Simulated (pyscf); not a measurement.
Thermochemistry of product channels of `[F][GeH2][F]` + `[H]` [doublet] on the doublet surface, in kJ/mol, from ωB97M-D3(BJ)/def2-TZVP energies (ideal gas, 1 atm, RRHO with modes under 100 cm⁻¹ raised to 100, one conformer, R ln 2 for rigid chiral ones). Structures and frequencies: ωB97X-D3(BJ)/def2-SVP in PySCF.

```tsv
products	ΔE	ΔH(298 K)	ΔG(298 K)	ΔG(600 K)
`[FH]` + `[GeH2]` [singlet] + `[F]` [doublet]	(withheld)	+397.0	+351.2	+304.9
`[F][GeH][F]` [doublet] + `[H][H]`	(withheld)	-80.9	-88.6	-96.5
```

Task: Complete the blanks.

Result: 
- `[FH]` + `[GeH2]` [singlet] + `[F]` [doublet], ΔE: +392.2
- `[F][GeH][F]` [doublet] + `[H][H]`, ΔE: -84.2

These are energies of the channels, which say nothing of barriers. Left out: orbital degeneracy and the spin-orbit lowering of F. Elements up to Kr have no core potential and no relativistic terms here.
